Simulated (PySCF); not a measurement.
**Peak assignment**

Numbering as in the mapped SMILES `[CH3:1]/[CH:2]=[CH:3]/[C@@H:4]([CH3:5])[F:6]` (H(Xn): hydrogen on atom n).

Theoretical values (PySCF): PBE0-D3(BJ)/def2-SVP geometry, shieldings: GIAO HF/pcSseg-2, couplings computed with B3LYP/pcJ-1 (spin–dipole term only in couplings to heteroatoms). One conformer, gas phase, non-relativistic Hamiltonian, rapidly exchanging positions averaged.

δ = σ(ref) − σ, references computed at the same level: ¹³C (σ = 191.47 ppm) and ¹H (σ = 31.68 ppm) vs TMS.

**Question.** Assign these signals to the numbered atoms. ¹³C{¹H} NMR (computed): δ 139.2 (CH, d, J = 13.4 Hz), 136.6 (CH, d, J = 14.8 Hz), 81.8 (CH, d, J = 230.8 Hz), 24.2 (CH3, d, J = 22.4 Hz), 18.9 (CH3).

**Answer.** 
139.2 → C3, alkene CH: an sp2 carbon of a C=C bond
136.6 → C2, alkene CH
81.8 → C4, allylic sp3 CH bonded to F: deshielded by the electronegative neighbour
24.2 → C5, methyl carbon: a saturated carbon with 1 carbon neighbour and no heteroatom attached
18.9 → C1, allylic methyl carbon: a saturated carbon with 1 carbon neighbour and no heteroatom attached

**Question.** Assign these signals to the numbered atoms. ¹H NMR (600 MHz, computed): δ 6.27 (m, 1H), 5.55 (d of d of quint, J = 21.2, 16.1, 2.3 Hz, 1H), 4.56 (d of q of sext, J = 55.9, 7.2, 2.9 Hz, 1H), 1.76 (ddd, J = 7.9, 3.0, 2.3 Hz, 3H), 1.25 (dd, J = 23.5, 7.2 Hz, 3H).

**Answer.** 
| δ (ppm) | atoms | environment | reason |
| --- | --- | --- | --- |
| 6.27 | H(C2) | hydrogen on an alkene CH | attached to an sp2 carbon and in the plane of the double bond |
| 5.55 | H(C3) | hydrogen on an alkene CH | – |
| 4.56 | H(C4) | hydrogen on an allylic sp3 CH bonded to F | its carbon carries F, an electronegative neighbour |
| 1.76 | H(C1) | hydrogen on an allylic methyl carbon | allylic position |
| 1.25 | H(C5) | hydrogen on a methyl carbon | – |

C–F couplings over four or more bonds (about 3 Hz to the para carbon of a fluoroarene) are left out. Common functionals overestimate the size of one-bond C–F couplings by tens of Hz; these are unscaled. Splittings below 1 Hz are ignored in the labels, and close J values are merged. Unscaled 3J(H,H) at this level run about 10 % above measured values. Shifts are as computed, not scaled to solution data. Of 1211 compounds with measured shifts, 218 miss one by over three times the rms of a fit or turn the order of signals round; such compounds aren't used in these exercises. Couplings across =CH–CH2 type bonds come from one rotamer and its mirror image, and can be 1–2 Hz further off. 3J across rotatable bonds or in flexible rings reflects this conformer alone.
